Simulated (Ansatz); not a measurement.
**Worked example: building the atomization energy of NF3, singlet**

Measured: the G2/97 heats of formation, with zero-point and thermal terms from B3LYP taken off, give an electronic atomization energy of 204.6 kcal/mol (Curtiss et al., J. Chem. Phys. 106, 1063 (1997); Staroverov et al., J. Chem. Phys. 119, 12129 (2003)). The calculation below tries to reproduce it.

Geometry (MP2(full)/6-31G*, from the G2/97 set):

```tsv
atom	x (Å)	y (Å)	z (Å)
N	0.0000	0.0000	0.4950
F	0.0000	1.2382	-0.1216
F	1.0723	-0.6191	-0.1216
F	-1.0723	-0.6191	-0.1216
```

Atomization energies (atoms less molecule, kcal/mol) from Ansatz 0.2.0, frozen cores, restricted molecule, unrestricted atoms, sets cc-pVDZ, cc-pVTZ, cc-pVQZ:

```
   level      DZ      TZ      QZ
      HF   20.16   34.42   35.36
 CCSD(T)  162.92  190.86  199.03
   CCSDT  163.22  190.46       –
CCSDT(Q)  164.54  191.71       –
```

Task: Extrapolate Hartree–Fock with exp(−5.46 √X) and the CCSD(T) correlation part with X⁻³ (X = 3, 4), add each higher step from the largest set that has it, and compare with the measured value.

Result: Hartree–Fock: 35.36 + (35.36 − 34.42) × 0.301 = 35.64.
Correlation: TZ 156.44, QZ 163.67; (64 × 163.67 − 27 × 156.44) / 37 = 168.95.
Full triples (TZ): 190.46 − 190.86 = -0.40.
(Q) (TZ): 191.71 − 190.46 = 1.25.
Sum: 205.4 kcal/mol, 0.8 above the measured 204.6.

The steps beyond CCSD(T) add 0.85 kcal/mol, while going from QZ to the limit adds 5.56. Core correlation, scalar relativity, spin–orbit terms and the relaxation from this MP2 geometry are missing from the sum, and the measured value has its own uncertainty.
